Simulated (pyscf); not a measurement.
PySCF, gas phase, ωB97X-D3(BJ)/def2-SVP geometries.

Question: Estimate by transition-state theory the rate constant of H₃C–CH₃ + Cl–ZnH → H₃C–CH₂–ZnH + HCl (singlet surface; C–H, Cl–Zn broken, C–Zn, Cl–H formed) at 1200 K, with ωB97M-D3(BJ)/def2-TZVP energies (ideal gas, 1 atm, RRHO with modes under 100 cm⁻¹ raised to 100, one conformer, R ln 2 for chiral ones without a mode under 150 cm⁻¹; no tunnelling).

Answer: The electronic barrier is 50.8 kcal/mol and the thermal terms add +31.2, so ΔG‡ = 82.0 kcal/mol. With k_BT/h = 2.50e+13 s⁻¹ and RT = 2.385 kcal/mol, and a volume of 1.64e-19 cm³ per molecule at 1 atm, k = 4.7e-21 cm³ molecule⁻¹ s⁻¹. Wigner's tunnelling factor for 941i cm⁻¹ would be 1.05. A shift of 1 kcal/mol in the barrier changes k by a factor 1.5. On the product side the descent ends in a complex, 4.2 kcal/mol under the separated species and 10.1 kcal/mol under the saddle at ωB97X-D3(BJ)/def2-TZVP. This is the saddle that the search found; another between the same sides may lie lower. Elements up to Kr have no core potential and no relativistic terms here.
